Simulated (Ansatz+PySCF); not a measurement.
Results of a calculation; reference values are marked as such.
This PySCF input gave a total energy of -398.73501 hartree.

```python
from pyscf import gto, scf, cc

mol = gto.M(atom="""
S 0.044110 -0.023410 -0.101460
H 0.025030 0.994510 0.795470
H 0.035030 -0.993050 0.860600
""", basis='def2-svp', charge=0, spin=0)
mf = scf.RHF(mol)
mf.kernel()
mycc = cc.CCSD(mf, frozen=5).run()
et = mycc.ccsd_t()
print(mf.e_tot, mycc.e_corr, et, mycc.e_tot + et)
```

Problem. Write an input for Ansatz with the same method and basis set.

Solution.

```yaml
crystal:
  periodic: [false, false, false]
  atoms:
    - { symbol: S, position_ang: [0.04411, -0.02341, -0.10146] }
    - { symbol: H, position_ang: [0.02503, 0.99451, 0.79547] }
    - { symbol: H, position_ang: [0.03503, -0.99305, 0.8606] }
basis:
  gaussian: { orbitals: def2-SVP }
hamiltonian:
  xc: hf
correlation:
  method: ccsd_t
  frozen_orbitals: { H: 0, S: 5 }
scf:
  omitted_lower_state_checks: [stability, starts, atomic_configurations, cluster_reference, orbital_swaps, given_window_search, neighbouring_geometries, increment]
```

Ansatz (development build ahead of 0.2.0) gave -398.73501 hartree, 0.03 meV from the first.
